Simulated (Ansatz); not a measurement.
Molecule: C5H7, charge -1, multiplicity 1. It need not be the lowest isomer of its formula. Whether it binds its extra electron was not tested at this geometry. 
Coordinates optimised at B3LYP-D3(BJ)/def2-TZVP (Ansatz, a first-principles code):
SMILES: [CH-]1CC12CC2
```xyz
12

C     -0.0278     0.0767     0.0548
C     -0.0889     0.8389     1.3300
C     -0.0125    -0.7153     1.3029
C      0.7572     0.0067    -1.2102
C     -0.7777     0.0133    -1.2269
H      0.9153     1.2321     1.5608
H     -0.9014    -1.2883     1.5827
H      0.9126    -1.2619     1.5182
H      1.2589    -0.9132    -1.5085
H      1.2628     0.9062    -1.5564
H     -1.2731    -0.9106    -1.5196
H     -1.2769     0.9140    -1.5804
```
Charge -1, spin multiplicity 1.

Total electronic energies in hartree. Valence correlation only, unless marked. No spin-orbit coupling. Non-relativistic. 

```csv
level,program,energy (Eh)
SVWN5/def2-TZVPD,Ansatz,?
PBE0-D4/def2-TZVPD,Ansatz + dftd4,-194.44658
PBE0/def2-TZVP,Ansatz,?
BHLYP-D3(BJ)/def2-TZVPD,Ansatz + dftd3,-194.55052
CAM-B3LYP-D4/def2-TZVPD,Ansatz + dftd4,-194.56693
LC-wPBE-D3(BJ)/def2-TZVPD,Ansatz + dftd3,?
MP2/6-31G,Ansatz,-193.57671
CCSD/STO-3G,Ansatz,-191.09301
```

Q: Fill in the missing entries.

A: 
- SVWN5/def2-TZVPD, energy (Eh): -192.86411
- PBE0/def2-TZVP, energy (Eh): -194.43458
- LC-wPBE-D3(BJ)/def2-TZVPD, energy (Eh): -194.55704
